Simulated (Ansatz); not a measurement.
Born–Oppenheimer molecular dynamics of ClH5OSi (8 atoms, charge 0, multiplicity 1). It starts at the highest image of a converged band, a first-order saddle point between two minima.

All numbers below come from Ansatz, RKS revPBE/def2-SVP.

```yaml
ensemble: NVE (velocity Verlet)
time_step: 0.5 fs
steps_asked: 200
starting_velocities_drawn_for: 300 K
seed: 6189
```

First frame:

```xyz
8
Properties=species:S:1:pos:R:3
Si 0.093 -0.187 -0.045
O 0.087 -0.080 1.901
H -0.796 -0.003 2.321
H 1.345 0.352 -0.658
H -0.841 1.021 -0.001
H -0.735 -1.174 -0.814
Cl 1.348 -2.151 0.816
H 0.533 -1.009 2.054
```

Q: How far do the bonds stretch over the last three quarters of this one trajectory? (Pairs bonded in most of those frames.)

A: 
| bond | mean (Å) | spread (Å) | shortest | longest |
| --- | --- | --- | --- | --- |
| Si1–O2 | 1.727 | 0.046 | 1.68 | 1.84 |
| Si1–H4 | 1.500 | 0.026 | 1.46 | 1.54 |
| Si1–H5 | 1.513 | 0.029 | 1.47 | 1.55 |
| Si1–H6 | 1.501 | 0.027 | 1.46 | 1.54 |
| O2–H3 | 0.976 | 0.009 | 0.96 | 0.99 |
| Cl7–H8 | 1.333 | 0.053 | 1.28 | 1.52 |

Mean temperature of the second half: 1139 K. The conserved energy stayed within 0.07 meV per atom of its start (net change 0.032 meV per atom), so the integration is sound. The kinetic energy rose, since the run started high on the potential surface and went downhill. It ends in pieces (ClH + H4OSi), so much of that is their flight and rotation, not heat. A run of 0.1 ps of so small a system gives no equilibrium averages. The orbitals stay closed-shell, which can raise the energy where a bond breaks towards radicals; this wasn't checked here.

Time of the run: 4.7 min on 2 threads of Intel(R) Xeon(R) Platinum 8259CL CPU @ 2.50GHz (Skylake/Cascade Lake), on a shared host, peak memory 0.17 GiB.
